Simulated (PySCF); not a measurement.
Level of theory: PBE-D3(BJ)/def2-TZVP run with PySCF. Gas-phase values, no solvent. 

Reference species (SMILES): `CC#N` (neutral, multiplicity 1).

The dipole moment is 3.95 D.

Changed species: `C#N` (whole molecule; the reference has whole molecule).

Q: Give the shifts of the dipole moment.

A: the dipole moment drops by 1.02 D, to 2.93 D.
